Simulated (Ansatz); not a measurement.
Breaking a bond: HCl, singlet.

Level of theory: full CI/def2-SVP, frozen core (Ansatz, a quantum-chemistry and plane-wave program).

Question: Relative to R = 1.28 Å, what are the energies at R = 1.01, 1.75, 4.50, 5.15 Å?

Answer: 205.3 kJ/mol at 1.01 Å, 159.8 kJ/mol at 1.75 Å, 412.3 kJ/mol at 4.50 Å, 412.4 kJ/mol at 5.15 Å.
